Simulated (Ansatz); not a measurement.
Input for Ansatz (development build ahead of 0.2.0):

```yaml
crystal:
  periodic: [false, false, false]
  atoms:
    - { symbol: B, position_ang: [-0.00714, 0.00239, -1.32981] }
    - { symbol: C, position_ang: [0.00713, -0.00661, 0.18035] }
    - { symbol: O, position_ang: [-0.00857, 0.0029, 1.31033] }
    - { symbol: H, position_ang: [0.00517, -1.17469, -1.63797] }
    - { symbol: H, position_ang: [-1.02582, 0.59591, -1.65156] }
    - { symbol: H, position_ang: [1.02702, 0.58444, -1.65038] }
basis:
  gaussian: { orbitals: STO-3G }
hamiltonian:
  xc: hf
correlation:
  method: mp2
  frozen_orbitals: { B: 1, C: 1, H: 0, O: 1 }
```

The input is written out in the form of the current development build from the run's settings.

Output:

```json
{
  "Converged": "yes",
  "Reference energy": "-137.32098 hartree",
  "Correlation energy": "-0.18038 hartree",
  "Total energy": "-137.50136 hartree",
  "Spin squared of the determinant": "0.000"
}
```
